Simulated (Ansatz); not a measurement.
C3H7FO (`OCCCF`). The species carries charge 0 and has multiplicity 1. All single points use the PBE0-D4/def2-TZVP geometry. It is one conformer, not always the lowest.

```xyz
12

O    -1.379   -0.104   -1.688
C    -0.212    0.230   -0.965
C    -0.348   -0.349    0.424
C     0.860   -0.098    1.287
F     1.036    1.263    1.493
H    -1.346    0.333   -2.542
H    -0.083    1.317   -0.900
H     0.684   -0.184   -1.450
H    -0.497   -1.432    0.347
H    -1.238    0.065    0.906
H     1.775   -0.475    0.818
H     0.748   -0.567    2.268
```

**Question.** What is the dipole moment at PBE/def2-TZVPP? (Best estimate.)

**Answer.** Computed: 1.30 D, with components (0.57, -0.69, -0.94) D in this frame, pointing from negative to positive charge.

**Question.** And with r2SCAN, B3LYP, ωB97M-V? (Estimate.)

**Answer.** Computed: r2SCAN 1.34 D, B3LYP 1.38 D, ωB97M-V 1.37 D.

**Question.** Give the Mulliken charges with PBE, B3LYP, r2SCAN in def2-TZVPP. (An estimate is asked.)

**Answer.** Ansatz gave: 
| atom | PBE | B3LYP | r2SCAN |
| --- | --- | --- | --- |
| O1 | -0.30 | -0.34 | -0.36 |
| C2 | -0.04 | 0.00 | 0.08 |
| C3 | -0.08 | -0.07 | 0.00 |
| C4 | 0.04 | 0.07 | 0.15 |
| F5 | -0.22 | -0.26 | -0.26 |
| H6 | 0.18 | 0.18 | 0.19 |
| H7 | 0.08 | 0.09 | 0.05 |
| H8 | 0.06 | 0.06 | 0.02 |
| H9 | 0.06 | 0.06 | 0.02 |
| H10 | 0.07 | 0.07 | 0.03 |
| H11 | 0.06 | 0.07 | 0.03 |
| H12 | 0.08 | 0.09 | 0.04 |

B3LYP here is the variant with VWN-RPA as its local correlation; programs differ in this.
